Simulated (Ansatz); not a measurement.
For Sn (model structure, started from the omega type, P6/mmm, No. 191, 3 atoms in the cell), PBE (Ansatz, a quantum-chemistry and plane-wave program, plane waves, PAW) gives:

- lattice parameter a = 5.478 Å
- lattice parameter c = 3.222 Å

**Question.** What does PBE-D3(BJ) in Ansatz (PAW) give for the same quantities?

**Answer.** 
- lattice constant a: 5.397 Å (shrinks by 1.5 %)
- lattice parameter c: 3.171 Å (shrinks by 1.6 %)

Changes are worked out from the printed values.

Unless a cell is named, each level is at its own relaxed cell (PBE 27.91, PBE-D3(BJ) 26.67 Å³/atom).

Caveats: a distance lies near a switch of the dispersion term, which can move the cell (PBE-D3(BJ)). Ansatz's density-functional and Hartree–Fock values are scalar-relativistic unless marked +SOC, with PAW data made under PBE.

A model structure was made by putting elements into a prototype or built by hand; it is no filed structure, need not be a known phase, and can be a saddle point held by its symmetry.
